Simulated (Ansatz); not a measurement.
Ideal-gas functions of CH4O3 (`OC(O)O`) at 600 K and 1 bar, from an Ansatz frequency run at PBE0-D4/def2-TZVP.

Molar mass 64.04 g/mol, point group C1 (symmetry number 1), electronic degeneracy 1, moments of inertia 49.334, 52.19, 90.907 u Å². Harmonic wavenumbers (cm⁻¹, unscaled): 220, 299, 345, 512, 553, 660, 1005, 1066, 1112, 1236, 1296, 1358, 1414, 1471, 3029, 3810, 3858, 3862.

Use S(trans) = R[1.5 ln M + 2.5 ln T − 1.1517]; rotational temperatures θ = 24.2544 K / I; S(rot) = R[ln(√π/σ · √(T³/θAθBθC)) + 1.5]; for each mode x = 1.438777 ν̃/T, S = R[x/(eˣ − 1) − ln(1 − e⁻ˣ)] and H = RT x/(eˣ − 1); 1 cm⁻¹ = 0.0119627 kJ/mol; R = 8.31446 J/(mol·K).

Task: By hand: the entropy, in J/(mol·K).

Result: Translation 175.3. Rotation: θ = 0.4916, 0.4647, 0.2668 K, giving 108.6. Vibration, mode by mode: 13.73, 11.26, 10.12, 7.11, 6.55, 5.31, 2.76, 2.46, 2.25, 1.78, 1.59, 1.41, 1.27, 1.14, 0.05, 0.01, 0.01, 0.01, in all 68.8. Electronic 0.0. Sum 352.7 J/(mol·K).

Task: By hand: H − E and G − E in kJ/mol, counted from the electronic energy.

Result: Zero-point energy ½ × 27106 × 0.0119627 = 162.1; thermal vibration 24.0; translation, rotation and pV give 4 RT = 20.0. H − E = 206.1 kJ/mol, and G − E = 206.1 − 600 × 352.7/1000 = -5.5 kJ/mol.

Vibration gives 20 % of the entropy. The sum counts one conformer and one mirror image; others add a mixing term.
